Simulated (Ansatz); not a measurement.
C₄H₇ (`[CH]1CCC1`) radical, relaxed with UKS PBE0-D4/def2-TZVP in the Gaussian-basis code of Ansatz from a PBE-D4/def2-SVP geometry. The force threshold is 0.005 eV/Å; the program also tests the step.

Total charge 0; spin multiplicity 2.

Start:

```xyz
11

C     0.518   -0.757   -0.696
C     0.357   -0.689    0.794
C    -0.407    0.659    0.591
C    -0.260    0.499   -0.957
H     1.019   -1.478   -1.362
H     1.296   -0.627    1.394
H    -0.250   -1.506    1.253
H     0.117    1.542    1.005
H    -1.450    0.667    0.964
H    -1.223    0.367   -1.507
H     0.283    1.323   -1.479
```

```csv
step,energy (eV),largest force (eV/Å),largest move (Å)
1,-4256.1429,0.517,0.000
2,-4256.1848,0.147,0.019
3,-4256.1888,0.008,0.009
4,-4256.1888,0.004,0.012
5,-4256.1889,0.011,0.020
6,-4256.1889,0.006,0.011
7,-4256.1889,0.004,0.008
```

End:

```xyz
11

C     0.498   -0.763   -0.694
C     0.363   -0.679    0.791
C    -0.413    0.649    0.586
C    -0.251    0.502   -0.950
H     0.958   -1.491   -1.350
H     1.300   -0.590    1.354
H    -0.215   -1.484    1.262
H     0.079    1.526    1.008
H    -1.445    0.630    0.937
H    -1.191    0.395   -1.506
H     0.316    1.305   -1.438
```

Hardware: 4 threads of a server CPU on a shared host. Wall time 19 s, peak host memory 0.43 GiB.
